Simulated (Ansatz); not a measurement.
Input for Ansatz (development build ahead of 0.2.0):

```yaml
crystal:
  periodic: [false, false, false]
  atoms:
    - { symbol: F, position_ang: [0.0, 0.0, 0.0] }
    - { symbol: F, position_ang: [0.0, 1.4306, 0.8259] }
    - { symbol: Cl, position_ang: [0.0, -1.9952, 1.152] }
basis:
  gaussian: { orbitals: pcseg-2 }
magnetization:
  initial_magnetization: 3
hamiltonian:
  xc: r2scan
```

The input is written out in the form of the current development build from the run's settings.

The run gave:

| Item | Value |
| --- | --- |
| Converged | yes |
| Total energy | -659.59574 hartree |
| Spin squared of the determinant | 3.750 |
| Stability test | minimum among restricted orbitals |

Caution: other spin multiplicities may lie lower.
